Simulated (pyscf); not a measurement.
Structures and frequencies: ωB97X-D3(BJ)/def2-SVP in PySCF.

Q: How much does it cost (ΔH, 298 K, ωB97M-D3(BJ)/def2-TZVP) to split H₃C–CH(CH₃)–SiH₂–OH at its O–Si bond into H₃C–CH(CH₃)–SiH₂• + OH•?

A: O–Si to H₃C–CH(CH₃)–SiH₂• + OH•: 5.46 eV. The 7 functionals that were run give +5.21 (r²SCAN) to +5.46 eV (ωB97M-D3(BJ)). H₃C–CH(CH₃)–SiH₂–OH lies 1.15 eV over its isomer H₃C–Si(CH₃)(CH₃)–OH, and others may lie lower still (electronic energy, ωB97M-D3(BJ)). H₃C–CH(CH₃)–SiH₂• lies 0.96 eV over its isomer H₃C–Si•(CH₃)–CH₃, and others may lie lower still (electronic energy, ωB97M-D3(BJ)). Left out: the spin-orbit lowering of OH.
